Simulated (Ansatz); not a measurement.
C5H6S, SMILES `Cc1ccsc1` at its PBE0-D4/def2-TZVP geometry, where that method's forces vanish. Charge 0, multiplicity 1.

| atom | x (Å) | y (Å) | z (Å) |
| --- | --- | --- | --- |
| C1 | 1.192 | 0.538 | -1.135 |
| C2 | 0.252 | -0.024 | -0.121 |
| C3 | -1.040 | 0.508 | 0.149 |
| C4 | -1.710 | -0.177 | 1.117 |
| S5 | -0.783 | -1.477 | 1.713 |
| C6 | 0.513 | -1.110 | 0.665 |
| H7 | 2.122 | -0.031 | -1.171 |
| H8 | 0.750 | 0.523 | -2.135 |
| H9 | 1.442 | 1.578 | -0.907 |
| H10 | -1.451 | 1.370 | -0.361 |
| H11 | -2.697 | 0.015 | 1.508 |
| H12 | 1.410 | -1.712 | 0.677 |

(1) For each bond, give half the difference of the two atoms' forces along it (eV/Å; positive pushes the atoms apart) under PBE-D4, r2SCAN-D4, B3LYP-D4, ωB97M-V in def2-TZVPP. (Estimate.)

Results:

(1) Ansatz gave: 
```csv
bond,length (Å),PBE-D4,r2SCAN-D4,B3LYP-D4,ωB97M-V
C1–C2,1.493,-0.16,0.00,0.09,0.22
C1–H7,1.091,0.11,-0.04,-0.06,-0.07
C1–H8,1.094,0.12,-0.02,-0.06,-0.11
C1–H9,1.094,0.11,-0.02,-0.06,-0.11
C2–C3,1.423,-0.06,-0.06,0.09,0.17
C2–C6,1.366,0.37,0.22,0.03,-0.19
C3–C4,1.362,0.34,0.23,0.11,-0.06
C3–H10,1.083,-0.02,-0.10,-0.16,-0.11
C4–S5,1.705,0.24,0.15,0.29,0.10
C4–H11,1.079,-0.07,-0.15,-0.20,-0.07
S5–C6,1.706,0.21,0.14,0.29,0.13
C6–H12,1.080,-0.06,-0.16,-0.20,-0.06
```

B3LYP here is the variant with VWN-RPA as its local correlation; programs differ in this.
